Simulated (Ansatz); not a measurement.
# PO (SMILES O=[P]): levels of theory compared

Wanted: a comparison of 6 runs (UB2PLYP/STO-3G, UCAM-B3LYP/STO-3G, UHSE06/STO-3G, USVWN5/STO-3G, UCCSDT(Q)/STO-3G, UCCSD/STO-3G) of PO. 

The calculation is run with Ansatz 0.2.0.

36 further runs of the same task are left out: 5 that didn't finish, 31 set aside as unsound or not needed.

## (1) The structure to begin with

The species is PO (2 atoms), meant as a doublet with charge 0. As SMILES, `O=[P]`. The P2–O1 distance was set to 1.843 Å, away from the relaxed value.

Bond lengths: O1–P2 1.843 Å.

## (2) A single-point energy at UB2PLYP/STO-3G (run 1)

job.yaml reads:

```yaml
crystal:
  periodic: [false, false, false]
  atoms:
    - symbol: O
      position_ang: [0.000000, -0.000000, -0.377960]
    - symbol: P
      position_ang: [-0.000000, 0.000000, 1.464540]
basis:
  gaussian: {orbitals: STO-3G}
magnetization: {spin_polarized: true, initial_magnetization: 1}
hamiltonian: {xc: {name: B2PLYP}}
correlation: {frozen_orbitals: {O: 1, P: 5}}
accuracy: high
```

Started as:

```
$ ansatz run job.yaml --threads 1 --pin off --max-ram 3480MiB --events-out events.jsonl --progress --plain --runs-dir runs
```

Standard output:

```text
Warning: RAYON_NUM_THREADS=1 ignored (pool sized by the plan → 1); use --threads N
Functional definition: B2PLYP
  name "B2PLYP"
  parameter a = 0.53
  parameter c = 0.27
  exchange = (1 - a)*b88_x + a*exact_x
  correlation = (1 - c)*lyp_c + c*(mp2_os + mp2_ss)
224 factors; integrals over basis functions are off by at most 1.5e-8 eV
mean field evaluation 1: about -11182.0776 eV, gradient 3.0e1 eV
mean field evaluation 2: about -11182.0840 eV, gradient 3.0e1 eV
mean field evaluation 4: about -11187.9428 eV, gradient 1.8e1 eV
mean field evaluation 8: about -11190.4588 eV, gradient 2.3e0 eV
mean field evaluation 16: about -11191.7647 eV, gradient 1.5e-1 eV
mean field evaluation 32: about -11191.7655 eV, gradient 8.9e-4 eV
mean field evaluation 64: about -11180.3693 eV, gradient 1.7e1 eV
mean field -11191.76546737 eV, -411.2897948748 hartree, gradient 3.0e-8 eV, S^2 1.607029; 4 other end points of the search recorded, 0 dependent functions left out
6 core orbitals not correlated: weight in the atoms' cores, before any rotation towards them, 1.000 or more for the frozen orbitals, at most 0.000 for the correlated occupied ones
reference -11191.76547884 eV, -411.2897952964 hartree; 6, 5 occupied and 2, 3 virtual orbitals, 224 factors
second order -1.76102048 eV of doubles, -0.00000000 eV of singles
Total energy: -11192.24095437 eV, -411.3072686998 hartree
```

It took 1.6 s on 1 thread of Intel Xeon Platinum 8488C (Sapphire Rapids), shared host; peak memory 0.12 GiB.

## (3) The energy at UCAM-B3LYP/STO-3G (run 2)

molecule.yaml reads:

```yaml
basis:
  gaussian:
    orbitals: STO-3G
crystal:
  periodic: [false, false, false]
  atoms:
    - {symbol: O, position_ang: [0.000000, -0.000000, -0.377960]}
    - {symbol: P, position_ang: [-0.000000, 0.000000, 1.464540]}
hamiltonian:
  xc: {name: CAM-B3LYP}
accuracy: high
magnetization:
  spin_polarized: true
  initial_magnetization: 1
```

Started as:

```
$ ansatz run molecule.yaml --threads 1 --pin off --max-ram 3480MiB --events-out events.jsonl --progress --plain --runs-dir runs
```

Standard output, cut to the lines that bear on the results:

```text
Warning: RAYON_NUM_THREADS=1 ignored (pool sized by the plan → 1); use --threads N
Functional definition: CAM-B3LYP
  name "CAM-B3LYP"
[...]
224 factors; integrals over basis functions are off by at most 1.5e-8 eV
99 factors; integrals over basis functions are off by at most 7.0e-10 eV
[...]
mean field -11197.19507383 eV, -411.4893292318 hartree, gradient 4.8e-8 eV, S^2 1.422073; 3 other end points of the search recorded, 0 dependent functions left out
reference -11197.19508245 eV, -411.4893295486 hartree; 12, 11 occupied and 2, 3 virtual orbitals, 224 factors
Total energy: -11197.19508245 eV, -411.4893295486 hartree
```

It took 1.6 s on 1 thread of Intel Xeon Platinum 8488C (Sapphire Rapids), shared host; peak memory 0.12 GiB.

Runs 3 to 4 aren't shown in full; the table further down has their settings and results.

## (4) A single-point energy at UCCSDT(Q)/STO-3G (run 5)

job.yaml reads:

```yaml
crystal:
  periodic: [false, false, false]
  atoms:
    - {symbol: O, position_ang: [0.000000, -0.000000, -0.377960]}
    - {symbol: P, position_ang: [-0.000000, 0.000000, 1.464540]}
basis:
  gaussian:
    orbitals: STO-3G
magnetization:
  spin_polarized: true
  initial_magnetization: 1
correlation:
  method: ccsdt_q
  frozen_orbitals: {O: 1, P: 5}
accuracy: high
scf:
  omitted_lower_state_checks: [cluster_reference, increment]
```

Started as:

```
$ ansatz run job.yaml --threads 1 --pin off --max-ram 3480MiB --events-out events.jsonl --progress --plain --runs-dir runs
```

Standard output:

```text
Warning: RAYON_NUM_THREADS=1 ignored (pool sized by the plan → 1); use --threads N
[... 17 lines left out ...]
6 core orbitals not correlated: weight in the atoms' cores, before any rotation towards them, 1.000 or more for the frozen orbitals, at most 0.000 for the correlated occupied ones
[... 58 lines left out ...]
Total energy: -11177.73627771 eV, -410.7742316639 hartree
Checks for a lower state left out: cluster_reference, increment
```

Wall time 1.8 s (1 thread of Intel Xeon Platinum 8488C (Sapphire Rapids), shared host).

## (5) A single-point energy at UCCSD/STO-3G (run 6)

in.yaml reads:

```yaml
crystal:
  periodic: [false, false, false]
  atoms:
    - symbol: O
      position_ang: [0.000000, -0.000000, -0.377960]
    - symbol: P
      position_ang: [-0.000000, 0.000000, 1.464540]
basis:
  gaussian:
    orbitals: STO-3G
scf:
  omitted_lower_state_checks: [cluster_reference, increment]
accuracy: high
correlation:
  method: ccsd
  frozen_orbitals: {O: 1, P: 5}
magnetization:
  spin_polarized: true
  initial_magnetization: 1
```

Started as:

```
$ ansatz run in.yaml --threads 1 --pin off --max-ram 3480MiB --events-out events.jsonl --progress --plain --runs-dir runs
```

Standard output:

```text
Warning: RAYON_NUM_THREADS=1 ignored (pool sized by the plan → 1); use --threads N
[... 17 lines left out ...]
6 core orbitals not correlated: weight in the atoms' cores, before any rotation towards them, 1.000 or more for the frozen orbitals, at most 0.000 for the correlated occupied ones
[... 47 lines left out ...]
Total energy: -11177.62476832 eV, -410.7701337697 hartree
Checks for a lower state left out: cluster_reference, increment
```

Run time: 0.44 s. Hardware: 1 thread of Intel Xeon Platinum 8488C (Sapphire Rapids), shared host.

## (6) The series

```
run              level  frozen core orbitals  energy (Eh)   ⟨S²⟩  wall time
  1     UB2PLYP/STO-3G                     6  -411.307269  1.607      1.6 s
  2  UCAM-B3LYP/STO-3G                     –  -411.489330  1.422      1.6 s
  3      UHSE06/STO-3G                     –  -411.343356  1.388      1.8 s
  4      USVWN5/STO-3G                     –  -409.717362  0.750      1.1 s
  5   UCCSDT(Q)/STO-3G                     6  -410.774232  1.816      1.8 s
  6       UCCSD/STO-3G                     6  -410.770134  1.816     0.44 s
```

## (7) Outcome

```
                                          quantity          value
                               run 6: total energy  -410.77013 Eh
run 6: correlation energy (6 core orbitals frozen)      -65.5 mEh
          run 6: ⟨S²⟩ of the reference determinant          1.816
                              run 6: T1 diagnostic          0.095
```

**Reading.** Totals of different functionals can't be ranked against each other. In runs 1, 2, 3, 4, 5, 6 the basis is minimal, so the values are rough. Spin contamination of the reference: run 5 ⟨S²⟩ = 1.82, run 6 ⟨S²⟩ = 1.82, run 1 ⟨S²⟩ = 1.61, run 2 ⟨S²⟩ = 1.42, run 3 ⟨S²⟩ = 1.39. Where it is this large, the reference is a mixture of spin states, and values that rest on it are in doubt. All runs together took 8.4 s, the longest 1.8 s.
